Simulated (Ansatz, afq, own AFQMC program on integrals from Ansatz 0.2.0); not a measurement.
Integrals from Ansatz 0.2.0, then the random walk in our own AFQMC program (afq).

```yaml
crystal:
  periodic: [false, false, false]
  atoms:
    - {symbol: Mo, position_ang: [-0.402987, 0.001237, -0.000278]}
    - {symbol: N, position_ang: [2.203913, -0.006764, 0.001519]}
    - {symbol: H, position_ang: [2.574315, -0.951071, 0.006708]}
    - {symbol: H, position_ang: [2.578112, 0.467943, 0.816116]}
    - {symbol: H, position_ang: [2.579212, 0.459398, -0.817494]}
basis:
  gaussian: {orbitals: def2-SVP}
magnetization: {spin_polarized: true, initial_magnetization: 6}
correlation: {method: ccsd_t, electrons: outside_noble_gas, hamiltonian_folder: ham}
```

```sh
$ ansatz run in.yaml --threads 1 --pin off --events-out ev --progress --plain --max-ram 24576MiB --backend cuda --devices 0, --max-vram 18GiB
```

afq runs on the folder ham with

```
--method free --trial cisd --walkers 4000 --time-step 0.03 --max-blocks 4000 --target-error 0.00044 --factor-cut 1e-05 --seed 5499 --times 0,0.21,0.42,0.81,1.2,1.8,2.4,3 --taylor-order 8
```

Times are imaginary, in 1/Eh. The walk had a cap of 97 s. Core potentials past Kr, no spin–orbit coupling.

afq prints:

```
orbitals 55  electrons 10 4  factors 460 of 629
reference energy -123.70126629 Eh
CCSD correlation -0.26918056 Eh in 11 cycles, weight of the determinant in the CISD state 0.9051
repeat  energy at the last time / Eh  error
    10  -123.976986  0.000130
    20  -123.976884  0.000131
    30  -123.976959  0.000116
time / (1/Eh)  energy / Eh  error  mean overlap
  0.00  -123.970512  0.000038  1.1050
  0.21  -123.974058  0.000039  1.1050
  0.42  -123.975310  0.000050  1.1069
  0.81  -123.976255  0.000040  1.1071
  1.20  -123.976733  0.000060  1.1033
  1.80  -123.976885  0.000074  1.1045
  2.40  -123.977033  0.000101  1.0965
  3.00  -123.976938  0.000114  1.1002
energy -123.976938 +/- 0.000114 Eh
```

The run passed its tests (error under three times the target), which doesn't prove that it has relaxed.

Against this walk (error 3.1 meV) on the same determinant: CCSD(T) 23.5 meV higher, CCSDT(Q) 0.1 meV higher (within the noise). The error is statistical, and a free projection of finite length keeps a remainder of its start.

Cautions: remainder of the start not in the error; no spin-orbit coupling; outer-core shells of the metal frozen; lower spins were not checked; higher spins were not checked.

The walk took 77 s on 1 × NVIDIA H100 80GB HBM3 with 2 threads of AMD EPYC 7R13 Processor (Zen 3) (shared host) (the card was shared). The log's last line is the free-projection energy.

CCSDT and higher add their correlation energy to the determinant of the CCSD(T) run, since their own runs factorise the integrals more tightly (a shift of under 2 meV). A walk keeps the symmetry of its determinant, which the program's search chose and which needn't be the lowest solution, so a lower state of the same spin and another symmetry isn't excluded.
